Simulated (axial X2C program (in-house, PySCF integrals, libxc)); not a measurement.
# Low determinants of LiS⁺ at the PBE0 level, 2c

Calculated with an axial X2C code built on PySCF integrals. Two-component (2c) means X2C with spin–orbit coupling and atomic mean-field two-electron Coulomb and Gaunt terms. Basis: S dyall-v3z [8s7p2d1f], Li dyall-v3z [7s8p2d] (cores contracted in-house); Gaussian nuclei, density fitting, unrestricted open shells. Masses: S 31.972 u, Li 7.016 u.

Search at 2.467 Å (vertical energies from the lowest determinant):

```tsv
ΔE (eV)	state	electrons beyond evenly filled partner blocks	electrons in ±ω = 1/2, 3/2, 5/2, 7/2
0.00	Ω = 1	ω = -1/2, ω = 3/2	15 3 0 0
0.80	Ω = 2	ω = 1/2, ω = 3/2	15 3 0 0
1.22	Ω = 1	2 × ω = 1/2	14 4 0 0
1.23	Ω = 0	none	16 2 0 0
1.31	Ω = 0	none	14 4 0 0
```

Lowest determinant, Ω = 1 (⟨Sz⟩ = 1.00, ⟨Lz⟩ = 0.00 at PBE0): Re = 2.456 Å, ωe = 347.6 cm⁻¹.

The determinant in row 2 of the search, Ω = 2 (⟨Sz⟩ = 1.00, ⟨Lz⟩ = 1.00 at PBE0), was followed along the bond at PBE0; measured from the minimum of the lowest determinant it gives:

Te = 0.783 eV (6317 cm⁻¹), Re = 2.646 Å, ωe = 194.3 cm⁻¹.

**Question.** Compare the bond of the determinant in row 2 with that of the lowest one.

**Answer.** At PBE0 its Re is 0.190 Å longer and its force constant, which goes as ωe², is 0.31 times that of the lowest determinant. T0 ≈ Te + Δωe/2 = 6317 + (-77) = 6240 cm⁻¹.

The search compares states at one distance, so a state with another bond length can lie lower; it is not exhaustive and yields mostly the lowest determinant of each block pattern, so other components and higher states of one pattern are missing. These are energies of single determinants, not of spin-adapted states; PBE0 term energies can be off by some tenths of an eV, and the functional has no current term. Open-shell Ω = 0 determinants with evenly filled partner blocks cannot be reached by this program, so the Ω shown need not be the lowest component.
